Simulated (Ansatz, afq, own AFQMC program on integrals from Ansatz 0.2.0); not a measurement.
**H2O, singlet: AFQMC among the cluster methods**

```yaml
atoms:
  - { symbol: O, position_ang: [0.0000, -0.0853, 0.0261] }
  - { symbol: H, position_ang: [0.0000, 0.8564, -1.2025] }
  - { symbol: H, position_ang: [0.0000, 0.4984, 0.7877] }
```

Basis 6-31G. Noble-gas cores (and the filled d shells of Ga–Kr and In–Xe) are frozen. Ansatz 0.2.0 and our own AFQMC program on the same integrals; the CISD trial comes from CCSD amplitudes, and released means the phaseless constraint is let go. Uncertainties: one standard error, sampling alone.

Determinant: RHF, the one that the program's search chose, which needn't be the lowest solution. The geometry is a point of a scan.

Full CI on the same integrals is exact in this basis and with this determinant's frozen core.

Cautions: higher spins were not checked; restricted determinant unstable towards unrestricted (UHF 532 meV lower, ⟨S²⟩ 0.56).

- T1 diagnostic: 0.0173
- weight of the determinant in the CISD state: 0.903
- size of the correlated space: 8 electrons in 12 orbitals

Reference: full CI, correlation energy -4.686 eV. The released energy is read at 2.40 1/Eh (meV from the phaseless value at times in 1/Eh: -6 ± 8 at 0.24, -16 ± 8 at 0.51, -22 ± 6 at 0.99, -38 ± 9 at 1.62, -26 ± 10 at 2.40).

```
         level  E − E(reference) (kcal/mol)  share of correlation (%)
            HF                       108.06                      0.00
           MP2                        11.08                     89.75
          CCSD                         2.45                     97.73
       CCSD(T)                         0.56                     99.48
         CCSDT                         0.52                     99.51
      CCSDT(Q)                        -0.04                    100.04
        CCSDTQ                         0.03                     99.98
 ph-AFQMC/CISD                  0.65 ± 0.19                     99.40
released AFQMC                  0.06 ± 0.22                     99.95
```

CCSDT and higher add their correlation energy to the determinant of the CCSD(T) run, since their own runs factorise the integrals more tightly (a shift of under 2 meV). A walk keeps the symmetry of its determinant, which the program's search chose and which needn't be the lowest solution, so a lower state of the same spin and another symmetry isn't excluded. Released energies are given only where the last usable release times agree within the noise; a slower fall can still hide under it.
